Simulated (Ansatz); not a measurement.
Ansatz (an electronic-structure program) input (B3LYP-D3(BJ)/def2-TZVP):

Ansatz 0.2 input:
```yaml
crystal:
  periodic: [false, false, false]
  atoms:
    - {symbol: C, position_ang: [-0.09068432, 0.77530890, -0.00456778]}
    - {symbol: N, position_ang: [0.03317975, -0.78566994, 0.00135702]}
    - {symbol: H, position_ang: [-0.51946878, -1.08441821, 0.81297077]}
    - {symbol: H, position_ang: [-0.51762388, -1.09113492, -0.80890543]}
    - {symbol: H, position_ang: [0.56794819, 1.05984913, 0.89099847]}
    - {symbol: H, position_ang: [0.58716772, 1.05381864, -0.88774471]}
basis:
  gaussian:
    orbitals: def2-TZVP
hamiltonian:
  xc: b3lyp
  dispersion: d3bj
total_charge: -1
relax: {f_tol: 0.002, max_steps: 150}
```

End of the output:

```
integrals: 0.01 GiB planned
511 factors; their error is unknown
mean field: 0.18 GiB planned
mean field -2590.83832842 eV, -95.2115524360 hartree, gradient 2.1e-5 eV, S^2 0.000000; 0 other end points of the search recorded, 0 dependent functions left out
the calculation of the forces begins
reference -2590.83852395 eV, -95.2115596218 hartree; 9, 9 occupied and 77, 77 virtual orbitals, 511 factors
relax step  19: F+E_penalty+E_count = -2590.93723349 eV  Δ(F+E_penalty+E_count) = -1.314e-4 eV  max|allowed force component| = 4.249e-3 eV/Å  Δτ_max = 0.0070 Å  (30 SCF iters, accepted)
these checks for a lower state are left out or cut short: starts, cluster_reference, orbital_swaps, neighbouring_geometries, increment
integrals: 0.01 GiB planned
511 factors; their error is unknown
mean field: 0.18 GiB planned
mean field -2590.83832714 eV, -95.2115523890 hartree, gradient 2.1e-5 eV, S^2 0.000000; 0 other end points of the search recorded, 0 dependent functions left out
the calculation of the forces begins
reference -2590.83852265 eV, -95.2115595740 hartree; 9, 9 occupied and 77, 77 virtual orbitals, 511 factors
relax step  20: F+E_penalty+E_count = -2590.93723497 eV  Δ(F+E_penalty+E_count) = -1.485e-6 eV  max|allowed force component| = 5.695e-4 eV/Å  Δτ_max = 0.0008 Å  (30 SCF iters, accepted)
integrals: 0.01 GiB planned
511 factors; their error is unknown
mean field: 0.18 GiB planned
mean field evaluation 160: about -2588.6136 eV, gradient 2.9e1 eV
mean field -2590.83832714 eV, -95.2115523890 hartree, gradient 2.2e-5 eV, S^2 0.000000; 1 other end points of the search recorded, 0 dependent functions left out
the calculation of the forces begins
reference -2590.83852265 eV, -95.2115595740 hartree; 9, 9 occupied and 77, 77 virtual orbitals, 511 factors
Total energy: -2590.93743048 eV, -95.2151943698 hartree
Atom 0 at     0.036898     0.750913    -0.271308 Å, force    -0.000166     0.000542     0.000303 eV/Å
Atom 1 at    -0.089041    -0.755078    -0.254801 Å, force     0.000285     0.000322    -0.000241 eV/Å
Atom 2 at     0.191595    -1.197318     0.631643 Å, force     0.000026    -0.000569     0.000534 eV/Å
Atom 3 at    -1.068227    -0.993129    -0.363487 Å, force    -0.000094    -0.000057    -0.000197 eV/Å
Atom 4 at    -0.111349     1.154030     0.759290 Å, force    -0.000039     0.000013    -0.000077 eV/Å
Atom 5 at     1.100642     0.968336    -0.497230 Å, force    -0.000012    -0.000251    -0.000322 eV/Å
Dipole moment:    -0.024629    -0.651726     0.453387 e Å
```

It need not be the lowest isomer of its formula. Whether it binds its extra electron was not tested at this geometry.
